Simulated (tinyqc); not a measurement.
UHF in the sto-3g basis, for BH, spin multiplicity 1, step by step (part 2 of 2). This run ends on a higher stationary point, not on the lowest solution. Computed by tinyqc, a small Python program that keeps every step (integrals from PySCF). Command: `OMP_NUM_THREADS=1 python tinyqc.py 27311 27312 out.jsonl` (the two numbers bound the seeds that draw the settings). One thread of a shared host (Intel(R) Xeon(R) Processor @ 2.60GHz), about 0.1 s of CPU time with the checks.

Geometry (angstrom):
```
atom         x         y         z
B     0.000000  0.000000  0.000000
H     0.000000  0.000000  1.564000
```

## Iteration 2: diagonalisation and new density

extrapolated F(alpha) (hartree):
```
            1B 1s      1B 2s     1B 2px     1B 2py     1B 2pz      2H 1s
1B 1s   -7.308952  -2.163602   0.000000   0.000000   0.025511  -0.236085
1B 2s   -2.163602  -0.777743   0.000000   0.000000  -0.086501  -0.353481
1B 2px   0.000000   0.000000   0.324930  -0.052403   0.000000   0.000000
1B 2py   0.000000   0.000000  -0.052403  -0.126145   0.000000   0.000000
1B 2pz   0.025511  -0.086501   0.000000   0.000000   0.172104  -0.260494
2H 1s   -0.236085  -0.353481   0.000000   0.000000  -0.260494  -0.154675
```

extrapolated F(beta) (hartree):
```
            1B 1s      1B 2s    1B 2px     1B 2py     1B 2pz      2H 1s
1B 1s   -7.308952  -2.163602  0.000000   0.000000   0.025511  -0.236085
1B 2s   -2.163602  -0.777743  0.000000   0.000000  -0.086501  -0.353481
1B 2px   0.000000   0.000000  0.216613   0.199681   0.000000   0.000000
1B 2py   0.000000   0.000000  0.199681  -0.017828   0.000000   0.000000
1B 2pz   0.025511  -0.086501  0.000000   0.000000   0.172104  -0.260494
2H 1s   -0.236085  -0.353481  0.000000   0.000000  -0.260494  -0.154675
```

X:
```
            1B 1s      1B 2s    1B 2px    1B 2py     1B 2pz      2H 1s
1B 1s    1.029668  -0.147198  0.000000  0.000000  -0.006721   0.021073
1B 2s   -0.147198   1.072857  0.000000  0.000000   0.049218  -0.181792
1B 2px   0.000000   0.000000  1.000000  0.000000   0.000000   0.000000
1B 2py   0.000000   0.000000  0.000000  1.000000   0.000000   0.000000
1B 2pz  -0.006721   0.049218  0.000000  0.000000   1.054911  -0.203889
2H 1s    0.021073  -0.181792  0.000000  0.000000  -0.203889   1.096995
```

Diagonalise F' = X^T F X, C = X C', fill 3 alpha and 3 beta electrons from the bottom; D(s) = C_occ C_occ^T. Each column has its largest component positive (the first on a tie).

F' = X^T F X (alpha) (hartree):
```
           1          2          3          4          5          6
1  -7.118634  -1.176392   0.000000   0.000000   0.017518   0.015600
2  -1.176392  -0.254493   0.000000   0.000000   0.009783  -0.295240
3   0.000000   0.000000   0.324930  -0.052403   0.000000   0.000000
4   0.000000   0.000000  -0.052403  -0.126145   0.000000   0.000000
5   0.017518   0.009783   0.000000   0.000000   0.293471  -0.322969
6   0.015600  -0.295240   0.000000   0.000000  -0.322969   0.048613
```

orbital energies (alpha) (hartree): MO1 -7.314839, MO2 -0.374542, MO3 -0.132152, MO4 0.087926, MO5 0.330938, MO6 0.570411

coefficients C (alpha):
```
              MO1        MO2       MO3        MO4        MO5        MO6
1B 1s    0.991511  -0.190884  0.000000  -0.226773   0.000000  -0.106842
1B 2s    0.030418   0.581466  0.000000   0.805557   0.000000   0.469265
1B 2px   0.000000   0.000000  0.113900   0.000000   0.993492   0.000000
1B 2py   0.000000   0.000000  0.993492   0.000000  -0.113900   0.000000
1B 2pz  -0.001852   0.237736  0.000000  -0.523739   0.000000   0.908874
2H 1s   -0.003823   0.578456  0.000000  -0.410421   0.000000  -0.880562
```

F' = X^T F X (beta) (hartree):
```
           1          2         3          4          5          6
1  -7.118634  -1.176392  0.000000   0.000000   0.017518   0.015600
2  -1.176392  -0.254493  0.000000   0.000000   0.009783  -0.295240
3   0.000000   0.000000  0.216613   0.199681   0.000000   0.000000
4   0.000000   0.000000  0.199681  -0.017828   0.000000   0.000000
5   0.017518   0.009783  0.000000   0.000000   0.293471  -0.322969
6   0.015600  -0.295240  0.000000   0.000000  -0.322969   0.048613
```

orbital energies (beta) (hartree): MO1 -7.314839, MO2 -0.374542, MO3 -0.132152, MO4 0.087926, MO5 0.330938, MO6 0.570411

coefficients C (beta):
```
              MO1        MO2        MO3        MO4       MO5        MO6
1B 1s    0.991511  -0.190884   0.000000  -0.226773  0.000000  -0.106842
1B 2s    0.030418   0.581466   0.000000   0.805557  0.000000   0.469265
1B 2px   0.000000   0.000000  -0.496864   0.000000  0.867828   0.000000
1B 2py   0.000000   0.000000   0.867828   0.000000  0.496864   0.000000
1B 2pz  -0.001852   0.237736   0.000000  -0.523739  0.000000   0.908874
2H 1s   -0.003823   0.578456   0.000000  -0.410421  0.000000  -0.880562
```

D(alpha) after iteration 2:
```
            1B 1s      1B 2s    1B 2px    1B 2py     1B 2pz      2H 1s
1B 1s    1.019532  -0.080833  0.000000  0.000000  -0.047216  -0.114208
1B 2s   -0.080833   0.339029  0.000000  0.000000   0.138179   0.336237
1B 2px   0.000000   0.000000  0.012973  0.113159   0.000000   0.000000
1B 2py   0.000000   0.000000  0.113159  0.987027   0.000000   0.000000
1B 2pz  -0.047216   0.138179  0.000000  0.000000   0.056522   0.137527
2H 1s   -0.114208   0.336237  0.000000  0.000000   0.137527   0.334626
```

D(beta) after iteration 2:
```
            1B 1s      1B 2s     1B 2px     1B 2py     1B 2pz      2H 1s
1B 1s    1.019532  -0.080833   0.000000   0.000000  -0.047216  -0.114208
1B 2s   -0.080833   0.339029   0.000000   0.000000   0.138179   0.336237
1B 2px   0.000000   0.000000   0.246874  -0.431193   0.000000   0.000000
1B 2py   0.000000   0.000000  -0.431193   0.753126   0.000000   0.000000
1B 2pz  -0.047216   0.138179   0.000000   0.000000   0.056522   0.137527
2H 1s   -0.114208   0.336237   0.000000   0.000000   0.137527   0.334626
```

## Iteration 11 (converged): orbitals

converged F(alpha) (hartree):
```
            1B 1s      1B 2s     1B 2px     1B 2py     1B 2pz      2H 1s
1B 1s   -7.222761  -2.135751   0.000000   0.000000   0.016905  -0.231124
1B 2s   -2.135751  -0.817548   0.000000   0.000000  -0.094291  -0.375853
1B 2px   0.000000   0.000000   0.241754  -0.255025   0.000000   0.000000
1B 2py   0.000000   0.000000  -0.255025   0.022592   0.000000   0.000000
1B 2pz   0.016905  -0.094291   0.000000   0.000000   0.253197  -0.220976
2H 1s   -0.231124  -0.375853   0.000000   0.000000  -0.220976  -0.185761
```

converged F(beta) (hartree):
```
            1B 1s      1B 2s    1B 2px    1B 2py     1B 2pz      2H 1s
1B 1s   -7.222761  -2.135751  0.000000  0.000000   0.016905  -0.231124
1B 2s   -2.135751  -0.817548  0.000000  0.000000  -0.094291  -0.375853
1B 2px   0.000000   0.000000  0.022592  0.255025   0.000000   0.000000
1B 2py   0.000000   0.000000  0.255025  0.241754   0.000000   0.000000
1B 2pz   0.016905  -0.094291  0.000000  0.000000   0.253197  -0.220976
2H 1s   -0.231124  -0.375853  0.000000  0.000000  -0.220976  -0.185761
```

As before.

F' = X^T F X (alpha) (hartree):
```
           1          2          3          4          5          6
1  -7.036122  -1.153997   0.000000   0.000000   0.009268   0.020906
2  -1.153997  -0.300482   0.000000   0.000000   0.000199  -0.303768
3   0.000000   0.000000   0.241754  -0.255025   0.000000   0.000000
4   0.000000   0.000000  -0.255025   0.022592   0.000000   0.000000
5   0.009268   0.000199   0.000000   0.000000   0.365088  -0.286404
6   0.020906  -0.303768   0.000000   0.000000  -0.286404   0.004057
```

orbital energies (alpha) (hartree): MO1 -7.228474, MO2 -0.408642, MO3 -0.145398, MO4 0.109411, MO5 0.409745, MO6 0.560246

coefficients C (alpha):
```
              MO1        MO2       MO3        MO4        MO5        MO6
1B 1s    0.991517  -0.206115  0.000000  -0.220102   0.000000  -0.091315
1B 2s    0.030486   0.633058  0.000000   0.801371   0.000000   0.405306
1B 2px   0.000000   0.000000  0.550098   0.000000   0.835100   0.000000
1B 2py   0.000000   0.000000  0.835100   0.000000  -0.550098   0.000000
1B 2pz  -0.000468   0.162391  0.000000  -0.439713   0.000000   0.968069
2H 1s   -0.004494   0.569195  0.000000  -0.549582   0.000000  -0.807724
```

F' = X^T F X (beta) (hartree):
```
           1          2         3         4          5          6
1  -7.036122  -1.153997  0.000000  0.000000   0.009268   0.020906
2  -1.153997  -0.300482  0.000000  0.000000   0.000199  -0.303768
3   0.000000   0.000000  0.022592  0.255025   0.000000   0.000000
4   0.000000   0.000000  0.255025  0.241754   0.000000   0.000000
5   0.009268   0.000199  0.000000  0.000000   0.365088  -0.286404
6   0.020906  -0.303768  0.000000  0.000000  -0.286404   0.004057
```

orbital energies (beta) (hartree): MO1 -7.228474, MO2 -0.408642, MO3 -0.145398, MO4 0.109411, MO5 0.409745, MO6 0.560246

coefficients C (beta):
```
              MO1        MO2        MO3        MO4       MO5        MO6
1B 1s    0.991517  -0.206115   0.000000  -0.220102  0.000000  -0.091315
1B 2s    0.030486   0.633058   0.000000   0.801371  0.000000   0.405306
1B 2px   0.000000   0.000000   0.835100   0.000000  0.550098   0.000000
1B 2py   0.000000   0.000000  -0.550098   0.000000  0.835100   0.000000
1B 2pz  -0.000468   0.162391   0.000000  -0.439713  0.000000   0.968069
2H 1s   -0.004494   0.569195   0.000000  -0.549582  0.000000  -0.807724
```

D(alpha) after iteration 11:
```
            1B 1s      1B 2s    1B 2px    1B 2py     1B 2pz      2H 1s
1B 1s    1.025590  -0.100255  0.000000  0.000000  -0.033935  -0.121776
1B 2s   -0.100255   0.401692  0.000000  0.000000   0.102789   0.360196
1B 2px   0.000000   0.000000  0.302607  0.459387   0.000000   0.000000
1B 2py   0.000000   0.000000  0.459387  0.697393   0.000000   0.000000
1B 2pz  -0.033935   0.102789  0.000000  0.000000   0.026371   0.092434
2H 1s   -0.121776   0.360196  0.000000  0.000000   0.092434   0.324003
```

D(beta) after iteration 11:
```
            1B 1s      1B 2s     1B 2px     1B 2py     1B 2pz      2H 1s
1B 1s    1.025590  -0.100255   0.000000   0.000000  -0.033935  -0.121776
1B 2s   -0.100255   0.401692   0.000000   0.000000   0.102789   0.360196
1B 2px   0.000000   0.000000   0.697393  -0.459387   0.000000   0.000000
1B 2py   0.000000   0.000000  -0.459387   0.302607   0.000000   0.000000
1B 2pz  -0.033935   0.102789   0.000000   0.000000   0.026371   0.092434
2H 1s   -0.121776   0.360196   0.000000   0.000000   0.092434   0.324003
```

## Convergence

Stop when the energy changes by less than 1e-08 hartree and every element of the error matrix X^T (F D S - S D F) X (for each spin) is below 3e-05.

Course of the cycle:
```
iteration   E (hartree)     change  largest element of the error matrix
1          -24.20036349          -                             1.92e-01
2          -24.36559795  -1.65e-01                             4.84e-02
3          -24.41168581  -4.61e-02                             3.02e-02
4          -24.43038448  -1.87e-02                             3.15e-02
5          -24.43909044  -8.71e-03                             2.93e-02
6          -24.45003868  -1.09e-02                             2.21e-02
7          -24.45818379  -8.15e-03                             7.17e-03
8          -24.45900759  -8.24e-04                             2.64e-04
9          -24.45900867  -1.08e-06                             3.37e-05
10         -24.45900869  -1.57e-08                             1.20e-05
11         -24.45900869  -2.28e-09                             2.08e-08
```

PySCF UHF in the same basis, after a stability check = -24.71548436 hartree

Converged in 11 iterations. But the solution lies 0.25648 hartree above the reference: it is another stationary point, not the lowest one. Reruns (cap 100 unless said): DIIS 8: converged in 11 to a higher stationary point; damping 0.5: converged in 71 to a higher stationary point; level shift 0.5: converged in 68 to a higher stationary point; atomic densities as start, DIIS 8: converged in 7 to a higher stationary point.

## Populations, bond orders and dipole

overlap S:
```
           1B 1s     1B 2s    1B 2px    1B 2py    1B 2pz     2H 1s
1B 1s   1.000000  0.269328  0.000000  0.000000  0.000000  0.028810
1B 2s   0.269328  1.000000  0.000000  0.000000  0.000000  0.303452
1B 2px  0.000000  0.000000  1.000000  0.000000  0.000000  0.000000
1B 2py  0.000000  0.000000  0.000000  1.000000  0.000000  0.000000
1B 2pz  0.000000  0.000000  0.000000  0.000000  1.000000  0.350296
2H 1s   0.028810  0.303452  0.000000  0.000000  0.350296  1.000000
```

Mulliken: Z minus the diagonal of D S on the atom; Loewdin: the same with S^(1/2) D S^(1/2); Mayer order: 2 sum_s sum (D(s) S)_ij (D(s) S)_ji over the two atoms.

Charges (e):
```
atom   Mulliken    Loewdin  Mulliken spin
1B    -0.075647  -0.073894              0
2H     0.075647   0.073894              0
```

Mayer bond orders:
```
pair     order
2-1   0.994277
```

dipole moment about the origin, x y z (debye): 0.000000  0.000000  -0.908379

<S^2> of the determinant (pure state: 0) = 1.000000
